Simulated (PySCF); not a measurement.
CH3, SMILES [CH3] (connectivity only; charge and spin as stated), charge +1, multiplicity 1.

The structure is a stationary point at B3LYP-D3(BJ)/def2-TZVPD. The spin state was assumed, not searched. The isomer is the one that the SMILES or the coordinates give; other isomers of the formula were not compared.

Method: SMD-PBE0/6-31G* (PySCF).

Solvation free energies are E(SMD) − E(gas) at the gas-phase geometry, for 1 M in both phases.

| solvent | ΔG(solv) (kcal/mol) | its non-electrostatic (CDS) part |
|---|---|---|
| water | ? | ? |
| 2-propanol | -80.3 | 2.5 |
| dichloromethane | -75.8 | 1.8 |

**Question.** Fill in the missing entries. (The exact figures need the calculation; the answer reports its results.)

**Answer.** 
- water, ΔG(solv) (kcal/mol): -82.4
- water, its non-electrostatic (CDS) part: 3.9
